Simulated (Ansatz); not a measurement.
The same path of CH7BO (10 atoms, charge 0, multiplicity 1) was run twice with different band settings. Lost on the way: B1–H2, O8–H10. Made: H2–H10.

Level of theory: RKS PBE0/def2-SVP in Ansatz.

Relaxed end points:

```xyz
10
Properties=species:S:1:pos:R:3
B 0.110 0.008 0.180
H 0.195 -0.665 1.205
C 1.393 -0.001 -0.764
H 1.497 -1.012 -1.194
H 1.321 0.697 -1.615
H 2.345 0.200 -0.238
H -0.977 -0.074 -0.373
O 0.030 1.596 0.797
H 0.843 1.765 1.293
H -0.691 1.616 1.441
```

```xyz
10
Properties=species:S:1:pos:R:3
B 0.345 0.128 -0.500
H -1.479 1.379 3.465
C 1.696 0.061 -1.298
H 1.911 -0.986 -1.573
H 1.588 0.599 -2.255
H 2.574 0.467 -0.769
H -0.691 -0.286 -0.976
O 0.235 0.638 0.749
H 1.074 0.958 1.100
H -1.187 1.172 2.792
```

Common settings: spring 5.0 eV/Å²; optimiser quadratic models (default); start path through a guess of the saddle point; force threshold 0.05 eV/Å; iteration limit 60; end points relaxed.

| run | movable images | climbing image |
| --- | --- | --- |
| 1 | 5 | yes |
| 2 | 4 | no |

**Question.** What does each run give, and how far can it be trusted?

**Answer.** Run 1: converged after 29 iterations, highest image 0.831 eV above the first end. Neighbouring images differ by up to 1.5 eV, so the band resolves the path poorly. A vibrational analysis at the climbing image gives one clearly imaginary mode, 1294i cm⁻¹: a first-order saddle point.
Run 2: converged after 30 iterations, highest image 0.013 eV above the first end. No image climbed, so the highest image needn't sit at the top of the path. A band with more images between the same ends climbed to 0.83 eV, so this one has probably stepped over the top.
The orbitals stay closed-shell, which can raise the energy where a bond breaks towards radicals; this wasn't checked here.
